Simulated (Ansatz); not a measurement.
# CHSi+ (SMILES C#[Si+]): single points off equilibrium

Aim: energy, forces and dipole at a structure displaced at random from a GFN2-xTB minimum, from CCSD(T) and from density functionals.

Method: single points in def2-TZVPP; program: Ansatz 0.2.0, Gaussian basis.

Correlated methods freeze the cores. B3LYP uses VWN-RPA correlation.

## (1) Starting geometry

3 atoms, charge 1, spin multiplicity 1.

Atoms are counted from 1 here; the program's logs count them from 0.

Bond lengths: C1–Si2 1.686 Å, C1–H3 1.209 Å. Angles: Si2–C1–H3 129.4°.

Geometry (Å):

```xyz
3

C    -0.3899   -0.0650    0.1540
Si    1.2163   -0.4948    0.4305
H    -0.8492    0.7114   -0.6513
```

## (2) CCSD(T)/def2-TZVPP

The input, run/in.yaml:

```yaml
crystal:
  periodic: [false, false, false]
  atoms:
    - {symbol: C, position_ang: [-0.389900, -0.065000, 0.154000]}
    - {symbol: Si, position_ang: [1.216300, -0.494800, 0.430500]}
    - {symbol: H, position_ang: [-0.849200, 0.711400, -0.651300]}
basis:
  gaussian: {orbitals: def2-TZVPP}
total_charge: 1
correlation: {method: ccsd_t}
output: {forces: true}
```

The command line of these runs was not kept.

## (3) PBE0-D4/def2-TZVPP

Changes to run/in.yaml since step 2:

```diff
@@ -9,3 +9,3 @@
 total_charge: 1
-correlation: {method: ccsd_t}
-output: {forces: true}
+hamiltonian: {xc: pbe0, dispersion: d4}
+output: {forces: true, orbitals: {seedname: orbitals}}
```

## (4) wB97M-V/def2-TZVPP

Changes to run/in.yaml since step 3:

```diff
@@ -9,3 +9,3 @@
 total_charge: 1
-hamiltonian: {xc: pbe0, dispersion: d4}
-output: {forces: true, orbitals: {seedname: orbitals}}
+hamiltonian: {xc: {name: wB97M-V}}
+output: {forces: true}
```

## (5) r2SCAN-D4/def2-TZVPP

Changes to run/in.yaml since step 4:

```diff
@@ -9,3 +9,3 @@
 total_charge: 1
-hamiltonian: {xc: {name: wB97M-V}}
+hamiltonian: {xc: r2scan, dispersion: d4}
 output: {forces: true}
```

## (6) PBE-D4/def2-TZVPP

Changes to run/in.yaml since step 5:

```diff
@@ -9,3 +9,3 @@
 total_charge: 1
-hamiltonian: {xc: r2scan, dispersion: d4}
+hamiltonian: {xc: pbe, dispersion: d4}
 output: {forces: true}
```

## (7) B3LYP-D4/def2-TZVPP

Changes to run/in.yaml since step 6:

```diff
@@ -9,3 +9,3 @@
 total_charge: 1
-hamiltonian: {xc: pbe, dispersion: d4}
+hamiltonian: {xc: {name: B3LYP}, dispersion: d4}
 output: {forces: true}
```

## (8) SPW92/def2-TZVPP

Changes to run/in.yaml since step 7:

```diff
@@ -9,3 +9,3 @@
 total_charge: 1
-hamiltonian: {xc: {name: B3LYP}, dispersion: d4}
+hamiltonian: {xc: lda}
 output: {forces: true}
```

(Steps that only read results are left out.)

**Question.** What will these runs give? Wanted: energy less free atoms, CCSD(T)/def2-TZVPP; RMS force component; RMS force error; HOMO and LUMO, PBE0-D4; T1 diagnostic.

As calculated:

| quantity | value |
| --- | --- |
| energy less free atoms, CCSD(T)/def2-TZVPP | 136.4 kJ/mol |
| RMS force component | 1.413 to 1.902 eV/Å over the methods |
| RMS force error | PBE0-D4 0.209, wB97M-V 0.225, r2SCAN-D4 0.211, PBE-D4 0.232, B3LYP-D4 0.168, SPW92 0.509 eV/Å |
| HOMO and LUMO, PBE0-D4 | -14.35 and -12.45 eV |
| T1 diagnostic | 0.069 |

In words: Against CCSD(T) the functionals' energies less atoms differ by -153.5 to +4.8 kJ/mol, PBE-D4 by -47.7 kJ/mol. The reference is not at the basis limit: in triple zeta CCSD(T) underbinds, which counts against methods that bind more; the gaps are no ranking. For forces B3LYP-D4 does best and SPW92 worst. Frozen-core CCSD(T) forces in triple zeta carry basis errors of their own, and this is one geometry, so small gaps rank nothing. The T1 diagnostic is large here, over the usual mark for main-group molecules (transition-metal compounds often pass it harmlessly), so CCSD(T) itself may be off.
